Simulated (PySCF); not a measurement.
Name the molecule from its bond curve

A diatomic of charge +1 contains N. Its quartet curve at PBE0 in a triple-zeta basis (no relativity, PySCF), in eV from the separated fragments:

(R (Å), E (eV)): (1.239, -1.287), (1.297, -1.816), (1.355, -2.102), (1.398, -2.200), (1.441, -2.223), (1.484, -2.190), (1.542, -2.087), (1.614, -1.903), (1.700, -1.657), (1.816, -1.356)

The fit gives ωe = 1168 cm⁻¹ and the rotational constant Bₑ = 1.328 cm⁻¹.

Question: Which atom is the partner?

Answer: The minimum lies at 1.435 Å, so the reduced mass is 16.8576 u Å² cm⁻¹/(Bₑ·Re²) = 6.164 u. With N at 14.00 u the partner weighs about 11.0 u: B. The molecule is BN⁺.

The state is the lowest determinant that a PBE0 search found; another state may lie lower at other levels.
